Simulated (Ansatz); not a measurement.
Compare A (`CSSCF`) with its isomer B (`FCSCS`).

Calculated with Ansatz (gas phase, PBE0-D4/def2-TZVP geometries, no zero-point term in ΔE). CCSD(T)/CBS adds triple-zeta CCSD(T) − MP2 to the extrapolated MP2 energy (def2 sets, frozen cores). Functionals use def2-TZVPP. B3LYP here is the variant with VWN-RPA as its local correlation; programs differ in this. Each species was taken in one conformer, which may not be the lowest.

Task: Which isomer does CCSD(T)/CBS put lower? Give the gap. (An estimate is asked.)

Result: The calculation gave: A, by 6.2 kcal/mol.

Task: Give E(B) − E(A) in kcal/mol with CCSD(T)/def2-TZVPP, B2PLYP, MP2/def2-TZVPP, PBE0-D4, PBE-D4, CCSD/def2-TZVPP, B3LYP-D4. (Estimate.)

Result: Computed: CCSD(T)/def2-TZVPP 5.3, B2PLYP 6.9, MP2/def2-TZVPP 5.4, PBE0-D4 7.3, PBE-D4 7.9, CCSD/def2-TZVPP 5.1, B3LYP-D4 7.6. None reverses the order clearly.

Largest T1 diagnostic: 0.012.

In def2-TZVPP, CCSD(T) changes the Hartree–Fock value by −1.1 kcal/mol (the triples alone add +0.1 kcal/mol) and MP2 by −1.0 kcal/mol.
